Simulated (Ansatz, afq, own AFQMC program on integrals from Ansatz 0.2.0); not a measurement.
# AlBH2, singlet in cc-pVTZ, levels against CCSDT(Q)

```json
{"atom": "B", "x (Å)": "0.0000", "y (Å)": "0.0000", "z (Å)": "1.7315"}
{"atom": "Al", "x (Å)": "0.0000", "y (Å)": "0.0000", "z (Å)": "-0.5881"}
{"atom": "H", "x (Å)": "0.0000", "y (Å)": "-1.3671", "z (Å)": "-1.4148"}
{"atom": "H", "x (Å)": "0.0000", "y (Å)": "1.3671", "z (Å)": "-1.4148"}
```

Connectivity, by distances: B–AlH2.

Basis cc-pVTZ. Noble-gas cores (and the filled d shells of Ga–Kr and In–Xe) are frozen. Ansatz 0.2.0 and our own AFQMC program on the same integrals; the CISD trial comes from CCSD amplitudes, and released means the phaseless constraint is let go. Error bars are statistical, one sigma.

Determinant: RHF, the one that the program's search chose, which needn't be the lowest solution. The geometry is a PBE0/def2-TZVP stationary point of this or a neighbouring charge and spin state.

No full CI on the walks' own integrals is used here; CCSDT(Q) serves as the reference and is uncertain by about the last step of the cluster series.

Cautions: restricted determinant unstable towards unrestricted (UHF 563 meV lower, ⟨S²⟩ 0.87).

- T1 diagnostic: 0.0152
- weight of the determinant in the CISD state: 0.853
- size of the correlated space: 8 electrons in 86 orbitals

```
  level  correlation energy (eV)
    MP2                  -3.8678
   CCSD                  -5.0129
CCSD(T)                  -5.1563
```

**Question.** Estimate where AFQMC with the constraint released lies against CCSD(T) on the same integrals.

**Answer.** 3.3 ± 0.6 kJ/mol below CCSD(T).

Reference: CCSDT(Q), correlation energy -5.198 eV. The released energy is read at 2.40 1/Eh (meV from the phaseless value at times in 1/Eh: 4 ± 6 at 0.24, 1 ± 6 at 0.51, -16 ± 10 at 0.99, -14 ± 5 at 1.62, -5 ± 7 at 2.40).

```tsv
level	E − E(reference) (kJ/mol)	share of correlation (%)
CCSD(T)	4.1	99.19
CCSDT	0.9	99.82
ph-AFQMC/HF	-0.3 ± 2.2	100.06
ph-AFQMC/CISD	1.3 ± 0.4	99.74
released AFQMC	0.8 ± 0.6	99.84
```

A walk keeps the symmetry of its determinant, which the program's search chose and which needn't be the lowest solution, so a lower state of the same spin and another symmetry isn't excluded. Released energies are given only where the last usable release times agree within the noise; a slower fall can still hide under it.
